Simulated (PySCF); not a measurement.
Molecule: `CC(=O)Cl`, C2H3ClO.

Numbering as in the mapped SMILES `[CH3:1][C:2](=[O:3])[Cl:4]` (H(Xn): hydrogen on atom n).

Geometry PBE0-D3(BJ)/def2-SVP throughout; GIAO in PySCF 2.14, gas phase, one conformer, non-relativistic; equivalent atoms averaged; functional PBE0.

(1) How do the absolute shieldings σ depend on the basis set? (ppm; last column core-seconds on 1 thread of an Arm Neoverse V1, shared host)

(2) Which nucleus moves most, in ppm?

(3) Taking the largest basis, def2-TZVP (148 functions), as the yardstick, rank the others by their worst heavy-atom deviation.

Results:

(1) 
```
    basis set  functions     C2     C1      O3    Cl4  H(C1)  core-s
       STO-3G         27  116.8  205.7  -141.5  788.7  30.18     1.5
        6-31G         46   28.5  165.6  -262.4  492.8  30.05     2.8
       6-31G*         66   28.2  162.1  -212.9  521.7  29.73     3.5
     def2-SVP         75   21.4  163.3  -217.4  544.8  29.11     3.4
6-311+G(2d,p)        134    8.5  153.0  -242.8  482.6  29.03       7
    def2-TZVP        148    6.5  152.5  -250.5  456.6  29.04     7.9
```

(2) Cl4 (chlorine bonded to C): from 456.6 ppm with def2-TZVP to 788.7 ppm with STO-3G. The smallest spread is 1.15 ppm, at H(C1). Proton shifts span only some 12 ppm, so a few tenths of a ppm matter as much there as several ppm in carbon.

(3) 6-311+G(2d,p) 26.0 ppm (134 functions), 6-31G 36.2 ppm (46 functions), 6-31G* 65.1 ppm (66 functions), def2-SVP 88.2 ppm (75 functions), STO-3G 332.1 ppm (27 functions).

A small basis that lands close on one nucleus may do so by chance; judge by the trend and by all nuclei.
